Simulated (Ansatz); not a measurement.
# Worked example: correlation energy of O–Al–OH, triplet

Geometry: that of the O–Al–OH, singlet, kept fixed. The singlet lies 3.2 eV lower here.

```xyz
4

O     0.0000    0.0000   -2.2486
Al    0.0000    0.0000   -0.6530
O     0.0000    0.0000    0.9779
H     0.0000    0.0000    1.9238
```

Basis cc-pVTZ; Ansatz 0.2.0. Only valence electrons are correlated (noble-gas cores frozen), which leaves 16 electrons in 101 orbitals. R marks a restricted (for open shells ROHF) determinant, U an unrestricted one.

Full CI isn't at hand for all of this; UCCSDT(Q) serves as the reference, and is uncertain by about the last step of the cluster series.

Runs differ by some tens of microhartree through their thresholds and, for an open shell, their frozen cores, so steps under 0.03 kcal/mol mean nothing.

```json
{"level": "UHF", "total energy (hartree)": "-392.258119"}
{"level": "UMP2", "total energy (hartree)": "-392.746640"}
{"level": "UCCSD", "total energy (hartree)": "-392.761309"}
{"level": "UCCSD(T)", "total energy (hartree)": "-392.778992"}
{"level": "UCCSDT", "total energy (hartree)": "-392.779676"}
{"level": "UCCSDT(Q)", "total energy (hartree)": "-392.780567"}
```

Task: What is the correlation energy at UCCSDT(Q), and what share of it do UMP2 and UCCSD(T) recover?

Result: E(corr) = -392.780567 − (-392.258119) = -0.522448 hartree = -14.217 eV. UMP2: -0.488521 / -0.522448 = 93.51 %. UCCSD(T): -0.520873 / -0.522448 = 99.70 %.

Task: By how many kcal/mol does UCCSD(T) miss UCCSDT(Q) (1 hartree = 627.509 kcal/mol), and which steps make up the rest?

Result: -392.778992 − (-392.780567) = 0.001575 hartree = 0.99 kcal/mol. Steps: UCCSDT − UCCSD(T) = -0.43, UCCSDT(Q) − UCCSDT = -0.56 kcal/mol. Differences between like states or geometries often cancel part of this.
